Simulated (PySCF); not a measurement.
isobutane (C4H10), SMILES CC(C)C.

Geometry: B3LYP-D3(BJ)/def2-SVP.

Two levels are set side by side: PBE/def2-TZVP (PySCF) and M06-2X/def2-TZVP (PySCF). Same geometry, gas phase. Differences are taken from unrounded values.

```csv
quantity,M06-2X,PBE,PBE minus M06-2X
orbital gap (eV),12.01,7.91,-4.10
highest occupied level (eV),-10.26,-7.57,2.69
lowest empty level (eV),1.74,0.34,-1.41
dipole moment (D),0.14,0.14,0.00
mean polarisability (bohr³),51.2,53.5,2.2
```

Without exact exchange PBE keeps part of each electron's self-repulsion, which lifts occupied levels and narrows the gap. Loosely held outer electrons make PBE densities more polarisable. Differences between two approximate levels are no errors against the true value.

Rough cost on one machine, each run with all the roots and properties that it gave: M06-2X against PBE about 4 times.
